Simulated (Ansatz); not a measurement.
**SiNH₅ (singlet): wave-function methods side by side, cc-pVTZ**

An exercise on one series of results from a longer session: the logs are not shown, and one member is left open.

Computed with Ansatz 0.2.0, Gaussian basis. Level: cc-pVTZ, core rule «outside noble gas», up to 6 orbitals frozen.

Plan: UHF; CCSD(T) on RHF; BCCD(T) on RHF; CCSDT(Q) on RHF.

### The geometry

The geometry is a PBE0/def2-TZVP stationary point (not a proven minimum).

7 atoms, charge 0, spin multiplicity 1.

Atoms are counted from 1 here; the program's logs count them from 0.

Bond lengths: Si1–N2 1.720 Å, Si1–H3 1.486 Å, Si1–H4 1.486 Å, Si1–H5 1.494 Å, N2–H6 1.007 Å, N2–H7 1.007 Å. Angles: N2–Si1–H3 107.9°, N2–Si1–H4 107.9°, N2–Si1–H5 116.0°, H3–Si1–H4 110.5°, H3–Si1–H5 107.3°, H4–Si1–H5 107.3°, Si1–N2–H6 119.6°, Si1–N2–H7 119.6°, H6–N2–H7 110.6°.

Geometry (Å):

```mol
H5NSi
  3D, bonds by distance, orders not assigned

  7  6  0  0  0  0  0  0  0  0999 V2000
   -0.0113    0.0000    0.5726 Si  0  0
    0.0538    0.0000   -1.1465 N   0  0
    0.6843   -1.2207    1.0558 H   0  0
    0.6843    1.2207    1.0558 H   0  0
   -1.3785   -0.0000    1.1752 H   0  0
   -0.2111   -0.8283   -1.6548 H   0  0
   -0.2111    0.8283   -1.6548 H   0  0
  1  2  8  0
  1  3  8  0
  1  4  8  0
  1  5  8  0
  2  6  8  0
  2  7  8  0
M  END
```

Set-up of the first run:

File in.yaml:

```yaml
crystal:
  periodic: [false, false, false]
  atoms:
    - {symbol: Si, position_ang: [-0.011347, 0.000000, 0.572608]}
    - {symbol: N, position_ang: [0.053849, 0.000000, -1.146526]}
    - {symbol: H, position_ang: [0.684273, -1.220684, 1.055828]}
    - {symbol: H, position_ang: [0.684271, 1.220686, 1.055828]}
    - {symbol: H, position_ang: [-1.378529, -0.000001, 1.175249]}
    - {symbol: H, position_ang: [-0.211071, -0.828320, -1.654829]}
    - {symbol: H, position_ang: [-0.211072, 0.828319, -1.654829]}
basis:
  gaussian: {orbitals: cc-pVTZ}
magnetization: {spin_polarized: true, initial_magnetization: 0}
hamiltonian: {xc: hf}
output: {orbitals: {seedname: orbitals}}
```

Launch:

```sh
ansatz run in.yaml --threads 1 --pin off --events-out ev --progress --plain --max-ram 4096MiB --backend cpu
```

Among the steps run: UHF; CCSD(T) on RHF; BCCD(T) on RHF; CCSDT(Q) on RHF.

One of the session's tables, all rows but one given; the rest of the session is left out.

| method | from RCCSDT(Q) (kJ/mol) |
| --- | --- |
| RHF | +1041.1 |
| RMP2 | +116.4 |
| RCCSD | +35.3 |
| RCCSD(T) | ? |
| BCCD(T) | +2.9 |
| RCCSDT | +1.3 |
| RCCSDT(Q) | 0 |

Q: Estimate the row for RCCSD(T) from the others.

**Answer.** from RCCSDT(Q) (kJ/mol): +3.1. In the column «from RCCSDT(Q) (kJ/mol)» it lies between BCCD(T) (+2.9) and RCCSD (+35.3).

With the free atoms at the same levels and basis (separate runs), the atomisation energy is 21.695 eV at RCCSDT(Q), 21.694 eV at RCCSD(T), 16.125 eV at RHF.
